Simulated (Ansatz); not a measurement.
Total energies of the cluster Li3 (the lowest doublet isomer of a short search) from Ansatz at PBE/def2-TZVP, gas phase (1 Eh = 27.2114 eV = 2625.5 kJ/mol). The reference geometry is relaxed at PBE/def2-TZVP.

```xyz
3

Li   -0.725    1.183    0.573
Li    0.981    0.371   -1.504
Li   -0.257   -1.555    0.931
```

```json
{"state": "charge 0 doublet", "geometry": "reference", "energy (Eh)": "-22.43963"}
{"state": "charge 1 singlet", "geometry": "reference", "energy (Eh)": "-22.27844"}
{"state": "charge 0 quartet", "geometry": "relaxed at PBE/def2-TZVP", "energy (Eh)": "-22.39937"}
{"state": "free Li atom (doublet)", "geometry": "–", "energy (Eh)": "-7.46192"}
```

(1) Work out the vertical ionisation energy to the singlet.

(2) Which of the charge 0 states is lowest, and how far above it are the others?

(3) What is the binding energy per atom against free atoms?

(1) E(charge 1 singlet) − E(charge 0 doublet) = -22.27844 − (-22.43963) = 0.16119 Eh = 4.39 eV. For comparison, −ε of the highest occupied level of the spin that leaves is 2.59 eV at this level, 1.80 eV less.

(2) The doublet. quartet: -22.39937 − (-22.43963) = 0.04026 Eh = 105.7 kJ/mol. The quartet differs in its bonds from the reference.

(3) Atoms: 3 × (-7.46192) = -22.38576 Eh. Binding: -22.38576 − (-22.43963) = 0.05387 Eh = 1.47 eV, or 0.49 eV for each of 3 atoms (no zero-point energy, no counterpoise term).

The restricted singlet is unstable towards broken spin symmetry in Hartree–Fock (as tested in another run); at PBE/def2-TZVP this wasn't settled. 

The structure comes from a short search, and lower isomers may exist.
